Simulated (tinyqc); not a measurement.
Pariser-Parr-Pople SCF with singles CI, for the molecule [CH2+]C=CC=O (SMILES; centres numbered as the heavy atoms are written), step by step. Computed by tinyqc, a small Python program that keeps every step. Settings: charge = 1, gamma = Ohno, start = core, damping = 0, iteration cap = 79, excitations kept = 9. Command: `OMP_NUM_THREADS=1 python tinyqc.py 25822 25823 out.jsonl` (the two numbers bound the seeds that draw the settings). One thread of a shared host (Intel(R) Xeon(R) Processor @ 2.60GHz), about 0.02 s of CPU time with the checks. Later iterations appear only in the table of the cycle.

## PPP integrals

Centres (angstrom, eV; a flat drawing with bonds scaled to 1.40 angstrom):
```
centre         x         y  core charge z         W  gamma_rr
1C      -2.42500  -0.28000              1  11.86000  10.35000
2C      -1.21200   0.42000              1  11.86000  10.35000
3C       0.00000  -0.28000              1  11.86000  10.35000
4C       1.21200   0.42000              1  11.86000  10.35000
5O       2.42500  -0.28000              1  18.11000  16.59000
```

Resonance integrals (eV):
```
i  j      beta
1  2  -2.39000
2  3  -2.39000
3  4  -2.39000
4  5  -2.41000
```

Ohno: gamma = 14.399645/sqrt(R^2 + a^2), a = 2 x 14.399645/(gamma_rr + gamma_ss); H_rr = -W_r - sum_(s != r) z_s gamma_rs; H_rs = beta for bonds.

repulsion gamma_rs (eV), lower triangle:
```
          1C        2C        3C        4C        5O
1C  10.35000
2C   7.29435  10.35000
3C   5.15054   7.29662  10.35000
4C   3.63955   5.15213   7.29662  10.35000
5O   2.89940   3.73537   5.43347   8.17296  16.59000
```

core matrix H (eV), lower triangle:
```
           1C         2C         3C         4C         5O
1C  -30.84383
2C   -2.39000  -35.33848
3C    0.00000   -2.39000  -37.03725
4C    0.00000    0.00000   -2.39000  -36.12126
5O    0.00000    0.00000    0.00000   -2.41000  -38.35121
```

## Starting guess

pi electrons, sum of z_r less the charge = 4

Orbitals of the core matrix H.

P at the start, lower triangle:
```
          1C        2C        3C       4C       5O
1C   0.05214
2C   0.17882   0.61825
3C   0.22982   0.81558   1.16517
4C   0.04120   0.19704   0.49209  0.66644
5O  -0.12272  -0.34395  -0.11215  0.77850  1.49800
```

## Iteration 1: Fock matrix

F_rr = H_rr + P_rr gamma_rr / 2 + sum_(s != r) P_ss gamma_rs; F_rs = H_rs - P_rs gamma_rs / 2; E = tr P (H + F) / 2 + core repulsion sum_(r<s) z_r z_s gamma_rs.

F (eV), lower triangle:
```
           1C         2C         3C        4C         5O
1C  -13.29418
2C   -3.04220  -14.22773
3C   -0.59185   -5.36548  -13.22570
4C   -0.07497   -0.50759   -4.18531  -8.55246
5O    0.17791    0.64238    0.30468  -5.59132  -11.68702
```

pi energy = -59.32642 eV

## Iteration 1: orbitals and new P

Diagonalise F (the basis is taken as orthonormal) and form P = 2 sum c c over the lowest orbitals.

orbital energies (eV): -20.95047  -16.27539  -12.66478  -8.19285  -2.90359

P after iteration 1, lower triangle:
```
          1C        2C       3C       4C       5O
1C   0.38272
2C   0.58384   1.02084
3C   0.32382   0.75613  0.80183
4C  -0.16505   0.04745  0.46288  0.75897
5O  -0.38209  -0.29105  0.26434  0.83555  1.03564
```

## Iteration 2: Fock matrix

As before.

F (eV), lower triangle:
```
           1C         2C         3C         4C         5O
1C  -11.52199
2C   -4.51937  -13.63448
3C   -0.83392   -5.14860  -12.30285
4C    0.30036   -0.12223   -4.07874  -11.22626
5O    0.55392    0.54359   -0.71814   -5.82447  -14.27795
```

pi energy = -62.52803 eV

## Iteration 2: orbitals and new P

As before.

orbital energies (eV): -21.17033  -18.86148  -10.95288  -7.22997  -4.74887

P after iteration 2, lower triangle:
```
          1C        2C       3C       4C       5O
1C   0.43716
2C   0.66351   1.05553
3C   0.37975   0.70339  0.66276
4C  -0.10069   0.03716  0.41045  0.76801
5O  -0.29767  -0.24602  0.28075  0.87532  1.07655
```

## Iteration 3: Fock matrix

As before.

F (eV), lower triangle:
```
           1C         2C         3C         4C         5O
1C  -11.55203
2C   -4.80994  -13.87326
3C   -0.97796   -4.95620  -12.20083
4C    0.18323   -0.09573   -3.88747  -11.48307
5O    0.43154    0.45948   -0.76272   -5.98698  -14.33299
```

pi energy = -62.84347 eV

## Iteration 3: orbitals and new P

As before.

orbital energies (eV): -21.33692  -19.06092  -10.86468  -7.21774  -4.96191

P after iteration 3, lower triangle:
```
          1C        2C       3C       4C       5O
1C   0.46539
2C   0.69726   1.07281
3C   0.39272   0.67593  0.60377
4C  -0.08250   0.02356  0.38832  0.78455
5O  -0.25879  -0.22603  0.28480  0.89187  1.07348
```

## Convergence

Stop when output and input P, before any damping, agree to 1e-7.

Course of the cycle:
```
iteration       E (eV)  largest |P(out) - P(in)|
1          -59.3264243                  4.62e-01
2          -62.5280343                  1.39e-01
3          -62.8434735                  5.90e-02
4          -62.9024512                  2.57e-02
5          -62.9138151                  1.13e-02
6          -62.9160362                  5.06e-03
7          -62.9164779                  2.27e-03
8          -62.9165672                  1.02e-03
9          -62.9165856                  4.59e-04
10         -62.9165894                  2.07e-04
11         -62.9165902                  9.37e-05
12         -62.9165903                  4.25e-05
13         -62.9165904                  1.93e-05
14         -62.9165904                  8.82e-06
15         -62.9165904                  4.03e-06
16         -62.9165904                  1.85e-06
17         -62.9165904                  8.47e-07
18         -62.9165904                  3.90e-07
19         -62.9165904                  1.80e-07
20         -62.9165904                  8.29e-08
```

Converged in 20 iterations.

## Converged orbitals

Charges are z - P_rr.

orbital energies (eV): -21.40263  -19.24861  -10.82493  -7.20285  -5.12254

coefficients:
```
        MO1       MO2       MO3       MO4       MO5
1C  0.28910  -0.39793  -0.60681   0.57705  -0.23847
2C  0.50512  -0.53753  -0.07456  -0.53442   0.40589
3C  0.51211  -0.12861   0.64946   0.11677  -0.53458
4C  0.46770   0.42797   0.13596   0.45579   0.60981
5O  0.42458   0.59415  -0.43122  -0.40004  -0.34747
```

pi charges: 1C 0.51614, 2C -0.08818, 3C 0.44241, 4C 0.19620, 5O -0.06656

## Singles CI, singlets

Over the 6 single excitations with the smallest orbital gaps: A = (e_a - e_i) delta + 2 (ia|jb) - (ij|ab), with (pq|rs) = sum c_mp c_mq gamma_mn c_nr c_ns. f = 2/3 w |mu|^2 in atomic units, mu = sqrt2 sum c_ia sum_m c_mi c_ma R_m.

singlet CI matrix (eV), lower triangle:
```
          2>3       1>3       2>4       2>5       1>4       1>5
2>3   4.49647
1>3   0.34739   5.79813
2>4   0.11153   0.00703   7.45009
2>5   0.45440   0.20639   0.03037   8.51974
1>4  -0.62458  -0.14075   0.50117  -0.70523   8.74906
1>5   0.01549   0.49241  -0.81819  -0.16423  -0.08055  10.13471
```

singlet excitation energies (eV): 4.30293  5.76679  7.10130  8.00107  9.52979  10.44632

oscillator strengths: 1.04708  0.01222  0.21209  0.16900  0.00794  0.10420

## Singles CI, triplets

Over the 6 single excitations with the smallest orbital gaps: A = (e_a - e_i) delta - (ij|ab), with (pq|rs) = sum c_mp c_mq gamma_mn c_nr c_ns.

triplet CI matrix (eV), lower triangle:
```
          2>3       1>3       2>4       2>5       1>4      1>5
2>3   1.87703
1>3   0.14681   3.84391
2>4  -0.78924  -1.42356   5.37129
2>5  -0.32035  -0.68459  -0.61242   7.24686
1>4  -1.42356  -0.68997   0.26463  -1.85856   7.61634
1>5  -0.68459   0.35106  -1.85856  -0.58623  -0.32253  9.06238
```

triplet excitation energies (eV): 1.02305  2.86025  5.37891  6.18556  9.49928  10.07077
